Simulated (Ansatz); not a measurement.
SiNH4O (SMILES N[SiH]O): the energy to break a bond

SiNH4O has 7 atoms, charge 0, and is taken as a doublet. SMILES: `N[SiH]O`. The shape was relaxed beforehand at r2SCAN/def2-SVP. This is one conformer, not always the lowest.

```
atom    x (Å)    y (Å)    z (Å)
   N  -0.6993   0.5343  -0.5833
  Si   0.2945   0.1571   0.7947
   O   1.6440  -0.6843   0.2757
   H  -0.3559   1.1673  -1.3018
   H  -1.6940   0.6875  -0.4347
   H  -0.6136  -0.6592   1.6813
   H   1.4855  -1.2708  -0.4775
```

Wanted: the dissociation energy of the H7–O3 bond into doublet H and singlet SiNH3O (shapes relaxed at r2SCAN/def2-SVP, no zero-point term). 1 Eh = 2625.50 kJ/mol = 27.2114 eV. Totals in Eh; open shells run unrestricted unless said.

```tsv
level	program	SiNH4O	doublet H	singlet SiNH3O
UBLYP/def2-TZVP	Ansatz	-421.932258	-0.497552	-421.362683
UB3LYP/def2-TZVP	Ansatz	-421.989307	-0.502154	-421.408671
UB2PLYP/def2-TZVP, 7 core orbitals frozen in the whole	Ansatz	-421.748299	-0.498613	-421.175970
```

Work out the dissociation energy at each level.


1. UBLYP/def2-TZVP: (-0.497552) + (-421.362683) − (-421.932258) = 0.072023 Eh = 189.1 kJ/mol = 1.96 eV.
2. UB3LYP/def2-TZVP: (-0.502154) + (-421.408671) − (-421.989307) = 0.078482 Eh = 206.1 kJ/mol = 2.14 eV.
3. UB2PLYP/def2-TZVP: (-0.498613) + (-421.175970) − (-421.748299) = 0.073716 Eh = 193.5 kJ/mol = 2.01 eV.

The levels span 189 to 206 kJ/mol; no measured value is set beside them. A fragment with an even electron count was run as a singlet and may have a lower triplet. A bond enthalpy at 298 K also holds the loss of zero-point energy and thermal terms.
